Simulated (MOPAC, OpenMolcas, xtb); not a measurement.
## AlNH4O (SMILES [NH2][AlH][OH]): the dipole moment, rung by rung

AlNH4O: 7 atoms, total charge 0, spin state singlet. As SMILES, `[NH2][AlH][OH]`. The shape comes from GFN2-xTB, which is rough for such elements, and wasn't checked as a minimum. This is one conformer, not always the lowest.

```xyz
7

N    -1.1548    0.3737   -0.5736
Al    0.3058    0.1895    0.4274
O     1.4468   -0.9758    0.2379
H    -1.4416   -0.2144   -1.3459
H    -1.8476    1.0990   -0.4502
H     0.5657    1.1568    1.5599
H     2.1256   -1.6287    0.1445
```

Each level gives the dipole moment (D). The values are calculated.

```csv
level,kind,program,value (D)
PM3,semi-empirical,MOPAC,1.82
PM7,semi-empirical,MOPAC,2.97
GFN0-xTB,semi-empirical,xtb,2.00
GFN1-xTB,semi-empirical,xtb,1.27
HF/STO-3G,Hartree–Fock,OpenMolcas,0.64
HF/3-21G,Hartree–Fock,OpenMolcas,1.41
HF/def2-SVP,Hartree–Fock,OpenMolcas,1.37
PBE/pcseg-2,GGA,OpenMolcas,1.23
B3LYP/6-31G* (spherical functions),global hybrid,OpenMolcas,1.44
M06-2X/6-31G* (spherical functions),hybrid meta-GGA,OpenMolcas,1.39
```

The values span 0.64 to 2.97 D. Magnitudes only: a small dipole may point the other way at some levels. Sets without polarisation functions give poor dipoles. Without the sets that lack polarisation functions the rows with a basis span only 1.23 to 1.44 D.
